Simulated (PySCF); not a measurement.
## Silicon: a sound run and one with changed settings

Sound run: Si [Ne] 3s2 3p2, Si⁺ [Ne] 3s2 3p1. Calculation: PySCF 2.14, in aug-cc-pVDZ-DK (5s4p2d, 27 functions); scalar relativity by spin-free X2C-1e. The sound run starts from symmetry-adapted Hartree-Fock orbitals and uses a fine grid where one is needed.

Changed run: 26 angular points. This setting is unsound on purpose.

```json
{"species": "Si", "method": "UHF", "sound run (hartree)": "-289.45293", "changed run (hartree)": "-289.45293", "converged": "yes"}
{"species": "Si", "method": "BP86", "sound run (hartree)": "-290.00429", "changed run (hartree)": "-290.00426", "converged": "yes"}
{"species": "Si", "method": "PBE0", "sound run (hartree)": "-289.85572", "changed run (hartree)": "-289.85572", "converged": "yes"}
{"species": "Si⁺", "method": "UHF", "sound run (hartree)": "-289.17216", "changed run (hartree)": "-289.17216", "converged": "yes"}
{"species": "Si⁺", "method": "BP86", "sound run (hartree)": "-289.70064", "changed run (hartree)": "-289.70055", "converged": "yes"}
{"species": "Si⁺", "method": "PBE0", "sound run (hartree)": "-289.55366", "changed run (hartree)": "-289.55363", "converged": "yes"}
```

Ionisation energy of Si:

| method | sound run (eV) | changed run (eV) |
| --- | --- | --- |
| UHF | 7.640 | 7.640 |
| BP86 | 8.263 | 8.264 |
| PBE0 | 8.220 | 8.220 |

A coarse angular grid integrates products of high-l functions wrongly, so density functionals can shift, and the SCF can exploit the error; Hartree-Fock and MP2 need no grid.

For comparison, NIST gives 8.152 eV between the lowest levels.
